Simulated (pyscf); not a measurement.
`[F][SiH2]` [doublet] + `[NH3]` -> `[NH2][SiH][F]` [doublet] + `[H][H]`, a four-centre exchange (doublet surface; H–Si, H–N broken, N–Si, H–H formed). Structures and frequencies: ωB97X-D3(BJ)/def2-SVP in PySCF. Energies in eV from the separated reactants.

Small-basis levels: PySCF, no dispersion term, spherical d functions. Open shells are spin-unrestricted. 

Q: In single points B3LYP/6-31G* puts the saddle at 1.34 eV and the reaction energy at -0.46 eV. Should these be trusted to within a few kcal/mol? Compare with ωB97M-D3(BJ)/def2-TZVP.

A: ωB97M-D3(BJ)/def2-TZVP gives ΔE‡ = 1.21 eV and ΔE = -0.47 eV. B3LYP/6-31G* lies 0.13 eV over it in the barrier and 0.01 eV over it in the reaction energy, so on this step it holds to within 0.13 eV. ωB97M-D3(BJ)/def2-TZVP has limits of its own. On the reactant side the descent ends in a complex (not fully relaxed), 0.19 eV under the separated species and 1.41 eV under the saddle at ωB97X-D3(BJ)/def2-TZVP. At the saddle there is also a short H–Si contact that neither side keeps. The same reactants have a lower exit, to H₂N–SiH₂–F + H• (barrier +0.75 eV at ωB97M-D3(BJ)/def2-TZVP, against +1.21 eV here). One saddle was located; it need not be the lowest between these sides.
